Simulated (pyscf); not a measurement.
Cl–Ge•(GeH₃)–GeH₃ + germane (GeH₄) → H₃Ge–Ge•(GeH₃)–GeH₃ + hydrogen chloride (HCl) (four-centre exchange; doublet surface; Cl–Ge, Ge–H broken, Ge–Ge, Cl–H formed). Single points on ωB97X-D3(BJ)/def2-SVP structures (PySCF, gas phase). Energies in eV from the separated reactants.

| level | barrier | reaction energy |
|---|---|---|
| r²SCAN/def2-TZVP | … | +0.39 |
| B3LYP-D3(BJ)/def2-TZVP | … | … |
| PBE0-D3(BJ)/def2-TZVP | 1.53 | +0.33 |
| M06-2X/def2-TZVP | 1.74 | +0.43 |
| ωB97M-D3(BJ)/def2-TZVP | 1.79 | +0.42 |
| HF/def2-TZVP | 2.76 | +0.53 |

### Question
What belongs in the gaps?

### Answer

- r²SCAN/def2-TZVP, barrier: 1.59
- B3LYP-D3(BJ)/def2-TZVP, barrier: 1.57
- B3LYP-D3(BJ)/def2-TZVP, reaction energy: +0.44

The functionals in the table span 0.26 eV in this barrier, from PBE0-D3(BJ) to ωB97M-D3(BJ)/def2-TZVP. One saddle was located; it need not be the lowest between these sides. Elements up to Kr have no core potential and no relativistic terms here.
